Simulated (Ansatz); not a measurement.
SiH2MeCl (CH5ClSi), 8 atoms. Hardware: 4 threads of Arm Neoverse V2 on a shared host.

**Question.** How many basis functions does each of these Ansatz runs have, and roughly what does it cost? PBE-D4/def2-TZVP, charge 0 triplet at the geometry of the charge 0 singlet, energy, from earlier orbitals; LDA (SPW92)/def2-TZVP, charge 0 singlet, energy, from earlier orbitals; r2SCAN-D4/def2-TZVP, charge 0 triplet at the geometry of the charge 0 singlet, energy, from earlier orbitals; HF/STO-3G, charge 0 singlet, energy; PBE0-D4/def2-SVP, charge 0 singlet, energy, from earlier orbitals; LC-ωPBE/def2-TZVP, charge 0 singlet, energy, from earlier orbitals; HF/6-31G, charge 0 singlet, energy; PBE0-D4/def2-TZVP, charge 1 doublet at the geometry of the charge 0 singlet, energy, from earlier orbitals; r2SCAN-D4/def2-TZVP, charge 0 singlet, energy and forces, from earlier orbitals; PBE-D4/def2-TZVP, charge 0 singlet, energy, from earlier orbitals; ωB97M-V/def2-TZVP, charge 0 singlet, energy, from earlier orbitals; B3LYP-D4/6-31G, charge 0 singlet, energy.

**Answer.** Other jobs shared the machine, so times can vary by a factor of up to 3. A dash marks memory too small to be measured apart from the calling script's.

```csv
run,functions,fitting or Cholesky vectors,wall time,peak host memory (GiB)
"HF/STO-3G, charge 0 singlet, energy",28,329,0.1 s,–
"HF/6-31G, charge 0 singlet, energy",45,567,0.15 s,–
"B3LYP-D4/6-31G, charge 0 singlet, energy",45,567,0.45 s,–
"LDA (SPW92)/def2-TZVP, charge 0 singlet, energy, from earlier orbitals",135,908,0.5 s,–
"PBE0-D4/def2-SVP, charge 0 singlet, energy, from earlier orbitals",75,730,0.65 s,–
"PBE-D4/def2-TZVP, charge 0 singlet, energy, from earlier orbitals",135,908,0.85 s,–
"LC-ωPBE/def2-TZVP, charge 0 singlet, energy, from earlier orbitals",135,908,1.1 s,–
"r2SCAN-D4/def2-TZVP, charge 0 singlet, energy and forces, from earlier orbitals",135,908,2.2 s,–
"ωB97M-V/def2-TZVP, charge 0 singlet, energy, from earlier orbitals",135,915,3.5 s,–
"PBE-D4/def2-TZVP, charge 0 triplet at the geometry of the charge 0 singlet, energy, from earlier orbitals",135,908,4.1 s,–
"PBE0-D4/def2-TZVP, charge 1 doublet at the geometry of the charge 0 singlet, energy, from earlier orbitals",135,936,4.3 s,–
"r2SCAN-D4/def2-TZVP, charge 0 triplet at the geometry of the charge 0 singlet, energy, from earlier orbitals",135,908,12 s,–
```
